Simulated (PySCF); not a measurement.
Match each property card to its molecule.

Structures:
1. `C1=C[O][AlH2-][O+]=C1` (C3H5AlO2)
2. `C[P@H+](P)C(C)(C)C` ([C5H15P2]+)
3. `C[C@H](F)C(=O)O` (C3H5FO2)
4. `N#CC#[C][MgH]` (C3HMgN)
5. `C#CF` (C2HF)

Card P (geometry PBE0-D3(BJ)/def2-SVP):
- Rotational constants A, B, C: 5.188, 3.361, 2.189 GHz
- Static isotropic polarisability (CAM-B3LYP/def2-SVPD): 45.4 au
- 13C chemical shifts (computed TMS as zero) by class (GIAO KT3/pcSseg-2): 169.2 (1 C), 89.3 (1 C), 20.6 (1 C) ppm
- HOMO energy (CAM-B3LYP/def2-SVPD): -9.99 eV
- Core binding energies (ΔSCF SCAN, pcX-2 on the ionised atom, pcseg-1 elsewhere, spin-free X2C): C1s 291.3, C1s 293.8, C1s 295.3, O1s 538.3, O1s 540.5, F1s 692.8 eV

Card Q (geometry PBE0-D3(BJ)/def2-SVP):
* Rotational constants A, B, C: 4.687, 3.325, 2.006 GHz
* Static isotropic polarisability (CAM-B3LYP/def2-SVPD): 68.5 au
* Isotropic shieldings of nuclei other than C and H, by class (GIAO B3LYP/pcSseg-2): 6 (2 O), 434 (1 Al) ppm
* Dipole moment (CAM-B3LYP/def2-SVPD): 4.39 D
* 13C chemical shifts (computed TMS as zero) by class (GIAO B3LYP/pcSseg-2): 194.5 (2 C), 111.1 (1 C) ppm

Card R (geometry PBE0-D3(BJ)/def2-SVP):
- Rotational constants A, B, C: 2.203, 1.314, 1.060 GHz
- Static isotropic polarisability (CAM-B3LYP/def2-SVPD): 104.8 au
- 13C chemical shifts (computed TMS as zero) by class (GIAO PBE0/pcSseg-1): 34.7 (1 C), 25.4 (3 C), 2.9 (1 C) ppm
- Isotropic shieldings of nuclei other than C and H, by class (GIAO PBE0/pcSseg-1): 317 (1 P), 543 (1 P) ppm
- Point group: C1

Card S (geometry PBE0-D3(BJ)/def2-SVP):
- Rotational constant B (linear): 9.716 GHz
- Static isotropic polarisability (CAM-B3LYP/def2-SVPD): 23.1 au
- Strongest line among the 10 lowest singlet transitions (TDDFT CAM-B3LYP/def2-SVPD): S2/S3 at 7.18 eV (173 nm, f = 0.093 summed over these states)
- HOMO energy (CAM-B3LYP/def2-SVPD): -9.74 eV
- Point group: C∞v
- Lowest singlet excitation (TDDFT CAM-B3LYP/def2-SVPD): 7.10 eV (175 nm, f = 0.000)

Card T (geometry PBE0-D3(BJ)/def2-SVP):
* Rotational constant B (linear): 1.310 GHz
* Static isotropic polarisability (CAM-B3LYP/def2-SVPD): 67.2 au
* Point group: C∞v
* Vertical ionisation energy (ΔSCF CAM-B3LYP/def2-SVPD): 10.55 eV
* HOMO energy (CAM-B3LYP/def2-SVPD): -9.55 eV

All species are isolated and taken at one optimised geometry, non-relativistic unless stated; the electronic structure was computed with PySCF and density fitting. NMR classes are plain means over equivalent atoms (diastereotopic ones count apart unless rotation or inversion swaps them), as if these changed places fast.

**Question.** Which card belongs to which structure?

**Answer.** P = 3, Q = 1, R = 2, S = 5, T = 4. What ties each card to its structure:
- 1 (card Q), C3H5AlO2, monoisotopic mass 100.0 u, 6 heavy atoms: 3 C in 2 classes; the least shielded carbon (194.5 ppm) is a carbon bonded to C, O and H; an asymmetric top with C = 2.006 GHz; polarisability 68.5 au for 52 electrons; dipole 4.39 D.
- 2 (card R), [C5H15P2]+, monoisotopic mass 137.1 u, 7 heavy atoms: 5 C in 3 classes; the least shielded carbon (34.7 ppm) is an sp3 carbon bound to phosphorus; an asymmetric top with C = 1.060 GHz, the lowest such constant on the cards; polarisability 104.8 au for 74 electrons, the largest shown.
- 3 (card P), C3H5FO2, monoisotopic mass 92.0 u, 6 heavy atoms: 3 C in 3 classes; core lines of C, F and O; the least shielded carbon (169.2 ppm) is a carboxylic acid carbon; an asymmetric top with C = 2.189 GHz; polarisability 45.4 au for 48 electrons.
- 4 (card T), C3HMgN, monoisotopic mass 75.0 u, 5 heavy atoms: a linear rotor with B = 1.310 GHz; polarisability 67.2 au for 38 electrons.
- 5 (card S), C2HF, monoisotopic mass 44.0 u, 3 heavy atoms: a linear rotor with B = 9.716 GHz, the highest such constant on the cards; polarisability 23.1 au for 22 electrons, the smallest shown.
